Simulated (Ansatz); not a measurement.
# AlNH2+ (doublet): wave-function methods side by side, 6-31G

How much of the correlation energy of AlNH2+ (doublet) does each wave-function method recover here?

Method: 6-31G, core rule «outside noble gas», up to 6 orbitals frozen; program: Ansatz 0.2.0, Gaussian basis.

The runs, in order: UHF; CCSD(T) on ROHF; CCSD(T) on UHF; BCCD(T) on ROHF; CISD; CCSDT(Q) on ROHF; CCSDT(Q) on UHF; CISDTQ; CCSDTQ on ROHF; CCSDTQ on UHF; Full CI; Full CI in the symmetry of the determinant.

10 further runs of the same task are left out: 4 for a known fault of the program, 6 set aside as unsound or not needed.

## Step 1: The geometry

The geometry is a PBE0/def2-TZVP stationary point (not a proven minimum) of the parent state, kept for this charge and spin.

4 atoms, charge 1, spin multiplicity 2.

Atoms are counted from 1 here; the program's logs count them from 0.

Bond lengths: Al1–N2 1.768 Å, Al1–H3 1.611 Å, N2–H4 1.009 Å. Angles: N2–Al1–H3 113.2°, Al1–N2–H4 161.1°.

## Step 2: UHF

Input file in.yaml:

```yaml
crystal:
  periodic: [false, false, false]
  atoms:
    - {symbol: Al, position_ang: [0.000000, -0.084877, 0.620504]}
    - {symbol: N, position_ang: [0.000000, 0.035620, -1.143535]}
    - {symbol: H, position_ang: [0.000000, 1.349999, 1.353786]}
    - {symbol: H, position_ang: [0.000000, 0.427096, -2.073077]}
basis:
  gaussian: {orbitals: 6-31G}
total_charge: 1
magnetization: {spin_polarized: true, initial_magnetization: 1}
hamiltonian: {xc: hf}
output: {orbitals: {seedname: orbitals}}
```

Launch:

```
$ ansatz run in.yaml --threads 1 --pin off --events-out ev --progress --plain --max-ram 4096MiB --backend cpu
```

Further steps of the session: CCSD(T) on ROHF; CCSD(T) on UHF; BCCD(T) on ROHF; CISD; CCSDT(Q) on ROHF; CCSDT(Q) on UHF; CISDTQ; CCSDTQ on ROHF; CCSDTQ on UHF; Full CI; Full CI in the symmetry of the determinant.

Before running them: what should the planned runs give, taken together? Wanted: FCI below the RHF energy; UMP2 from FCI; UCCSD(T) from FCI; UCCSDT(Q) from FCI; T1 diagnostic; effectively unpaired electrons.

The runs gave:

| quantity | value |
| --- | --- |
| FCI below the RHF energy | -3.9620 eV |
| UMP2 from FCI | +753.5 meV |
| UCCSD(T) from FCI | +36.0 meV |
| UCCSDT(Q) from FCI | -0.9 meV |
| levels within 1 kcal/mol (43 meV) | UCCSD(T), UCCSDT, UCCSDT(Q), UCCSDTQ |
| T1 diagnostic | 0.038 |
| effectively unpaired electrons | 1.16 |

**Reading.** UCCSD(T) misses by +36.0 meV, 0.9 % of the correlation energy. One determinant dominates. The lowest state has another symmetry than the determinant, whose own symmetry lies 0.00 eV higher, so single-reference misses include that gap. Coupled cluster took another determinant than the lowest Hartree-Fock one. These misses are within one basis, not against nature; the frozen cores of restricted and unrestricted runs differ, which can shift their rows.
